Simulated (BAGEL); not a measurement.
# NO2F (nitryl fluoride) at 3 levels

Wanted: a comparison of 3 runs (HF/STO-3G, HF/6-31G*, HF/cc-pVTZ) of NO2F (nitryl fluoride). 

Program for the calculation: BAGEL 1.2.2.

**1. The molecule**

NO2F has 4 atoms, charge 0, and is taken as a singlet. As SMILES, `O=[N+]([O-])F`. The N2–F4 distance was set to 1.659 Å, away from the relaxed value.

Bond lengths: O1–N2 1.170 Å, N2–O3 1.170 Å. Angles: O1–N2–O3 135.6°. A long bond or contact: N2–F4 1.659 Å.

**2. A single-point energy at HF/STO-3G (density fitting with cc-pvqz-jkfit) (run 1)**

Input file input.json:

```json
{ "bagel" : [

{
  "title" : "molecule",
  "basis" : "sto-3g",
  "df_basis" : "cc-pvqz-jkfit",
  "angstrom" : true,
  "geometry" : [
    { "atom" : "O", "xyz" : [    0.311961,    0.358556,    1.258525 ] },
    { "atom" : "N", "xyz" : [    0.203391,   -0.183174,    0.227415 ] },
    { "atom" : "O", "xyz" : [    0.600251,   -1.180054,   -0.238605 ] },
    { "atom" : "F", "xyz" : [   -0.744590,    0.670550,   -0.832510 ] }
  ]
},
{
  "title" : "hf"
},
{
  "title" : "print",
  "file" : "orbitals.molden",
  "orbitals" : true
}

]}
```

Launch:

```console
$ BAGEL_NUM_THREADS=1 BAGEL input.json > input.out
```

Log:

```text
* using 1 threads per process

  ===============================================================
  ===============================================================

  *** Geometry ***

  { "atom" : "O", "xyz" : [      0.589521,      0.677573,      2.378268 ] },
  { "atom" : "N", "xyz" : [      0.384353,     -0.346149,      0.429752 ] },
  { "atom" : "O", "xyz" : [      1.134310,     -2.229979,     -0.450898 ] },
  { "atom" : "F", "xyz" : [     -1.407071,      1.267156,     -1.573216 ] },

  Number of auxiliary basis functions:      424

  Since a DF basis is specified, we compute 2- and 3-index integrals:
    o Being stored without compression. Storage requirement is 0.001 GB

  Number of basis functions:       20
  Number of electrons      :       32

    * METHOD: MOLECULE                             0.11

  *** RHF ***

  === Nuclear Repulsion ===
   118.6414982302

      * DIIS with orbital gradients will be used.

  === RHF iteration (sto-3g) ===
      0       -298.88090593          0.05406678           0.01
      1       -299.12422830          0.02876701           0.01
      2       -299.20017313          0.00282640           0.01
      3       -299.20291469          0.00102915           0.01
      4       -299.20318784          0.00026632           0.01
      5       -299.20320403          0.00007618           0.01
      6       -299.20320531          0.00001835           0.01
      7       -299.20320538          0.00000202           0.01
      8       -299.20320539          0.00000058           0.01
      9       -299.20320539          0.00000014           0.01
     10       -299.20320539          0.00000008           0.01
     11       -299.20320539          0.00000003           0.01
     12       -299.20320539          0.00000001           0.01
    * SCF iteration converged.

    * Permanent dipole moment:
           (    0.056074,    -0.050489,     0.062689) a.u.

    * METHOD: HF                                   0.14

    * METHOD: PRINT                                0.00

  ===============================================================
```

Run time: 0.38 s. Hardware: 1 thread of Arm Neoverse V1, shared host.

**3. A single-point energy at HF/6-31G(d) (density fitting with cc-pvqz-jkfit, spherical functions) (run 2)**

Input file hf.json:

```json
{ "bagel" : [

{
  "title" : "molecule",
  "basis" : "6-31gs.json",
  "df_basis" : "cc-pvqz-jkfit",
  "angstrom" : true,
  "geometry" : [
    { "atom" : "O", "xyz" : [    0.311961,    0.358556,    1.258525 ] },
    { "atom" : "N", "xyz" : [    0.203391,   -0.183174,    0.227415 ] },
    { "atom" : "O", "xyz" : [    0.600251,   -1.180054,   -0.238605 ] },
    { "atom" : "F", "xyz" : [   -0.744590,    0.670550,   -0.832510 ] }
  ]
},
{ "title" : "hf" },
{ "title" : "print", "file" : "orbitals.molden", "orbitals" : true }

]}
```

The basis set 6-31G* is read from a file made from the Basis Set Exchange's data (not shown).

Launch:

```console
$ BAGEL_NUM_THREADS=1 BAGEL hf.json > hf.out
```

Log:

```text
* using 1 threads per process

  ===============================================================
  ===============================================================

  *** Geometry ***

  { "atom" : "O", "xyz" : [      0.589521,      0.677573,      2.378268 ] },
  { "atom" : "N", "xyz" : [      0.384353,     -0.346149,      0.429752 ] },
  { "atom" : "O", "xyz" : [      1.134310,     -2.229979,     -0.450898 ] },
  { "atom" : "F", "xyz" : [     -1.407071,      1.267156,     -1.573216 ] },

  Number of auxiliary basis functions:      424

  Since a DF basis is specified, we compute 2- and 3-index integrals:
    o Being stored without compression. Storage requirement is 0.011 GB

  Number of basis functions:       56
  Number of electrons      :       32

    * METHOD: MOLECULE                             0.14

  *** RHF ***

  === Nuclear Repulsion ===
   118.6414982302

      * DIIS with orbital gradients will be used.

  === RHF iteration (6-31gs.json) ===
      0       -303.11116954          0.03701008           0.02
      1       -303.17606542          0.03366132           0.02
      2       -303.37043677          0.00209503           0.02
      3       -303.37277770          0.00102309           0.02
      4       -303.37327077          0.00045313           0.02
      5       -303.37342672          0.00025273           0.02
      6       -303.37346764          0.00007561           0.02
      7       -303.37347144          0.00001755           0.02
      8       -303.37347152          0.00000849           0.02
      9       -303.37347154          0.00000306           0.02
     10       -303.37347154          0.00000086           0.02
     11       -303.37347154          0.00000036           0.02
     12       -303.37347154          0.00000013           0.02
     13       -303.37347154          0.00000004           0.02
     14       -303.37347154          0.00000002           0.02
     15       -303.37347154          0.00000000           0.02
    * SCF iteration converged.

    * Permanent dipole moment:
           (   -0.265609,     0.239211,    -0.296978) a.u.

    * METHOD: HF                                   0.44

    * METHOD: PRINT                                0.01

  ===============================================================
```

Wall time 0.73 s (1 thread of Arm Neoverse V1, shared host).

**4. A single-point energy at HF/cc-pVTZ (density fitting with cc-pvqz-jkfit) (run 3)**

input.json: that of step 2 with these lines changed.

```diff
@@ -4,5 +4,5 @@
   "title" : "molecule",
-  "basis" : "sto-3g",
+  "basis" : "cc-pvtz.json",
   "df_basis" : "cc-pvqz-jkfit",
-  "angstrom" : true,
+  "angstrom" : "true",
   "geometry" : [
@@ -20,3 +20,3 @@
   "file" : "orbitals.molden",
-  "orbitals" : true
+  "orbitals" : "true"
 }
```

The basis set cc-pVTZ is read from a file made from the Basis Set Exchange's data (not shown).

Launch:

```console
$ BAGEL_NUM_THREADS=1 BAGEL input.json > input.out
```

Log:

```text
* using 1 threads per process

  ===============================================================
  ===============================================================

  *** Geometry ***

  { "atom" : "O", "xyz" : [      0.589521,      0.677573,      2.378268 ] },
  { "atom" : "N", "xyz" : [      0.384353,     -0.346149,      0.429752 ] },
  { "atom" : "O", "xyz" : [      1.134310,     -2.229979,     -0.450898 ] },
  { "atom" : "F", "xyz" : [     -1.407071,      1.267156,     -1.573216 ] },

  Number of auxiliary basis functions:      424

  Since a DF basis is specified, we compute 2- and 3-index integrals:
    o Being stored without compression. Storage requirement is 0.049 GB

  Number of basis functions:      120
  Number of electrons      :       32

    * METHOD: MOLECULE                             0.22

  *** RHF ***

  === Nuclear Repulsion ===
   118.6414982302

      * DIIS with orbital gradients will be used.

  === RHF iteration (cc-pvtz.json) ===
      0       -303.14041934          0.02645460           0.06
      1       -303.18861386          0.02579133           0.06
      2       -303.49531941          0.00166478           0.06
      3       -303.49822184          0.00107861           0.07
      4       -303.49927875          0.00038183           0.07
      5       -303.49956951          0.00020991           0.07
      6       -303.49965023          0.00007261           0.07
      7       -303.49966045          0.00001868           0.07
      8       -303.49966064          0.00000841           0.07
      9       -303.49966068          0.00000236           0.06
     10       -303.49966068          0.00000114           0.07
     11       -303.49966068          0.00000027           0.06
     12       -303.49966068          0.00000015           0.06
     13       -303.49966068          0.00000005           0.06
     14       -303.49966068          0.00000001           0.06
     15       -303.49966068          0.00000000           0.06
    * SCF iteration converged.

    * Permanent dipole moment:
           (   -0.313443,     0.282288,    -0.350460) a.u.

    * METHOD: HF                                   1.19

    * METHOD: PRINT                                0.04

  ===============================================================
```

It took 1.6 s on 1 thread of Arm Neoverse V1, shared host.

**5. All runs side by side**

```csv
run,level,energy (Eh),dipole moment (D),HOMO energy (eV),LUMO energy (eV),wall time
1,HF/STO-3G (density fitting with cc-pvqz-jkfit),-299.203205,0.25,-9.98,5.35,0.38 s
2,"HF/6-31G* (density fitting with cc-pvqz-jkfit, spherical functions)",-303.373472,1.18,-15.05,1.51,0.73 s
3,HF/cc-pVTZ (density fitting with cc-pvqz-jkfit),-303.499661,1.39,-15.21,1.29,1.6 s
```

**6. Outcome**

| quantity | value |
| --- | --- |
| run 3: total energy | -303.49966 Eh |
| run 3: dipole moment | 1.39 D |
| run 3: HOMO energy | -15.21 eV |
| run 3: LUMO energy | 1.29 eV |
| run 3: HOMO–LUMO gap | 16.50 eV |

The dipole moment (its size) runs from 0.25 D (HF/STO-3G) to 1.39 D (HF/cc-pVTZ). The two dipoles point in opposite directions. The HOMO–LUMO gap runs from 15.34 eV (HF/STO-3G) to 16.56 eV (HF/6-31G*). In run 1 the basis is minimal, so the values are rough. All runs together took 2.7 s, the longest 1.6 s.
